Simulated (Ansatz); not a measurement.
A geometry relaxed with B3LYP-D3(BJ)/def2-TZVP in Ansatz (a program for electronic structure), charge 0, multiplicity 2:

```xyz
4

H      1.4109    -0.0296    -0.1148
H     -0.7309    -1.2076    -0.1098
H     -0.6802     1.2362    -0.1166
Si     0.0003     0.0009     0.3412
```

Write the SMILES of this molecule.

`[SiH3]`
